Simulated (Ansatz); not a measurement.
We consider 2H MoTe₂, described by rVV10 in Ansatz (plane waves, PAW).

Rigid layers of the crystal as relaxed at this level are moved apart or together:

```
run   k mesh  layer repeat (Å)  energy against free layers (meV/Å²)  gap on the mesh (eV)
---  -------  ----------------  -----------------------------------  --------------------
1    12×12×4              6.68                               -22.35                 0.263
2    12×12×4              6.83                               -26.41                 0.539
3    12×12×4              6.98                               -28.33                 0.646
4    12×12×4              7.18                               -28.67                 0.772
5    12×12×4              7.48                               -26.50                 0.907
6    12×12×2              7.98                               -20.52                 0.988
7    12×12×2              8.98                               -10.59                 1.010
8    12×12×2             10.98                                -3.10                 1.018
```

The lowest energy of these points lies at a layer repeat of 7.18 Å.

Spin–orbit coupling is not included.

Ansatz is a quantum-chemistry and plane-wave program.
